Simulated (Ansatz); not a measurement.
**BH₆NSi (SMILES B[SiH2]N): one structure at several levels**

The task here is to estimate one member of a computed series from the others.

Program: Ansatz 0.2.0, Gaussian basis. Level of theory: single points in def2-TZVPP. These are calculated values, not measurements.

Correlated methods freeze the cores.

### The system as given

SMILES `B[SiH2]N`, 9 atoms, charge 0, spin multiplicity 1.

Atoms are counted from 1 here; the program's logs count them from 0.

Bond lengths: B1–Si2 1.989 Å, B1–H4 1.210 Å, B1–H5 1.199 Å, Si2–N3 1.694 Å, Si2–H6 1.479 Å, Si2–H7 1.459 Å, N3–H8 1.027 Å, N3–H9 1.027 Å. Angles: Si2–B1–H4 129.1°, Si2–B1–H5 122.3°, H4–B1–H5 108.4°, B1–Si2–N3 114.4°, B1–Si2–H6 104.5°, B1–Si2–H7 111.7°, N3–Si2–H6 115.5°, N3–Si2–H7 105.3°, H6–Si2–H7 105.3°, Si2–N3–H8 118.3°, Si2–N3–H9 132.4°, H8–N3–H9 109.2°.

Coordinates:

```mol
BH6NSi
  3D, bonds by distance, orders not assigned

  9  8  0  0  0  0  0  0  0  0999 V2000
   -1.0489    0.8027   -1.0376 B   0  0
    0.5518    0.2359   -0.0025 Si  0  0
    0.3365   -1.1846    0.8955 N   0  0
   -2.1958    0.4313   -0.9347 H   0  0
   -0.9775    1.5547   -1.9692 H   0  0
    0.9290    1.4322    0.7803 H   0  0
    1.6912   -0.0283   -0.8748 H   0  0
    1.0885   -1.8843    0.8884 H   0  0
   -0.4101   -1.4985    1.5272 H   0  0
  1  2  8  0
  1  4  8  0
  1  5  8  0
  2  3  8  0
  2  6  8  0
  2  7  8  0
  3  8  8  0
  3  9  8  0
M  END
```

The first run:

The input, run/in.yaml:

```yaml
crystal:
  periodic: [false, false, false]
  atoms:
    - {symbol: B, position_ang: [-1.048930, 0.802743, -1.037566]}
    - {symbol: Si, position_ang: [0.551778, 0.235934, -0.002527]}
    - {symbol: N, position_ang: [0.336506, -1.184638, 0.895532]}
    - {symbol: H, position_ang: [-2.195793, 0.431334, -0.934691]}
    - {symbol: H, position_ang: [-0.977500, 1.554675, -1.969238]}
    - {symbol: H, position_ang: [0.928954, 1.432203, 0.780329]}
    - {symbol: H, position_ang: [1.691163, -0.028257, -0.874763]}
    - {symbol: H, position_ang: [1.088468, -1.884295, 0.888363]}
    - {symbol: H, position_ang: [-0.410077, -1.498459, 1.527218]}
basis:
  gaussian: {orbitals: def2-TZVPP}
hamiltonian: {xc: pbe, dispersion: d4}
output: {forces: true}
```

On the command line:

```bash
$ ansatz run in.yaml --threads 2 --pin off --events-out ev --progress --plain --max-ram 3481MiB
```

Steps of the session up to this table: PBE-D4/def2-TZVPP; r2SCAN-D4/def2-TZVPP; PBE0-D4/def2-TZVPP; wB97M-V/def2-TZVPP; CCSD(T)/def2-TZVPP.

One of the session's tables, all rows but one given; the rest of the session is left out.

```
   method  RMS force component (eV/Å)  angle to CCSD(T) forces (°)  dipole (D)
   PBE-D4                       0.532                         17.4        1.46
r2SCAN-D4                       0.562                          9.1        1.45
  PBE0-D4                           ?                            ?           ?
  wB97M-V                       0.585                          4.9        1.43
  CCSD(T)                       0.598                    reference        1.39
```

Q: Estimate the row for PBE0-D4 from the others.

The run gave: RMS force component (eV/Å): 0.579; angle to CCSD(T) forces (°): 8.6; dipole (D): 1.41. In the column «RMS force component (eV/Å)» it lies between r2SCAN-D4 (0.562) and wB97M-V (0.585).
